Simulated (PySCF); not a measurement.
# Electronic absorption of C3H7NO

C3H7NO.
Geometry (GFN2-xTB, Å), atoms numbered from 1 in this order:
```
atom  x, y, z in Å
C1    -1.7706   -0.4485    0.1648
O2    -0.3983   -0.7470    0.0299
C3     0.4825    0.2880   -0.0454
C4     1.8859   -0.2121   -0.1863
N5     0.2475    1.5183   -0.0114
H6    -2.2835   -1.4074    0.2038
H7    -1.9672    0.1078    1.0874
H8    -2.1383    0.1265   -0.6915
H9     1.9690   -0.8146   -1.0877
H10    2.1365   -0.8401    0.6653
H11    2.5624    0.6333   -0.2396
H12   -0.7246    1.7951    0.0846
```

Level of theory: PySCF, TDDFT wB97X-D/def2-SVPD, vertical, gas phase, core orbitals frozen in the response.

```csv
state,E (eV),E (hartree),f,|μ| (D),symmetry,"main configurations (H = HOMO, L = LUMO)"
S1,6.55,0.2408,0.0060,0.49,A″,H→L+1 (97%)
S2,7.76,0.2852,0.036,1.11,A′,"H→L (78%), H→L+4 (9%)"
S3,7.79,0.2863,0.027,0.95,A″,H-1→L (86%)
S4,8.04,0.2953,0.186,2.47,A′,H-1→L+1 (91%)
S5,8.62,0.3168,0.022,0.82,A′,"H→L+2 (75%), H→L+3 (10%), H→L+6 (8%)"
S6,8.63,0.3171,0.0065,0.44,A″,"H-1→L+2 (71%), H-1→L+3 (13%)"
S7,9.24,0.3397,0.0000,0.01,–,"H-1→L+3 (56%), H-2→L (20%)"
S8,9.36,0.3440,0.010,0.53,A′,"H→L+3 (42%), H→L+6 (16%), H→L+2 (12%)"
```

Triplets, Tamm–Dancoff:

```json
{"state": "T1", "E (eV)": "5.66", "λ (nm)": "219.2", "main configurations (H = HOMO, L = LUMO)": "H-1→L+1 (89%)"}
{"state": "T2", "E (eV)": "5.85", "λ (nm)": "212.0", "main configurations (H = HOMO, L = LUMO)": "H→L+1 (96%)"}
{"state": "T3", "E (eV)": "7.62", "λ (nm)": "162.7", "main configurations (H = HOMO, L = LUMO)": "H→L (73%), H→L+3 (10%), H→L+4 (8%)"}
```

The lowest singlet comes at 189 nm (632 kJ/mol) in the vacuum ultraviolet; it is weak; its leading configuration is HOMO→LUMO+1 (97%). The strongest level in the table is S4 at 8.04 eV (154 nm, f = 0.186). S5/S6 lie within about 0.01 eV of each other. Löwdin shares by element: HOMO nitrogen 64%, oxygen 10%, carbon 9% or more, hydrogen 8% or more; LUMO carbon 44% or more, hydrogen 20% or more (atoms not listed hold the other 36%). Of the 8 states listed, 4 reach f = 0.01 and 1 stays under 0.0005. The listed states span 2.81 eV, and the widest gap between neighbours is 1.21 eV (S1 to S2). Orbital energies (eV): HOMO-3 -12.12, HOMO-2 -11.84, HOMO-1 -9.85, HOMO -9.68, LUMO 2.23, LUMO+1 2.64, LUMO+2 2.93. Symmetry labels in Cs follow from the direction of the transition dipole and are given only for states with f of 0.002 or more. Singlets were solved by full linear response, triplets in the Tamm–Dancoff approximation.

One conformer stands for the species.
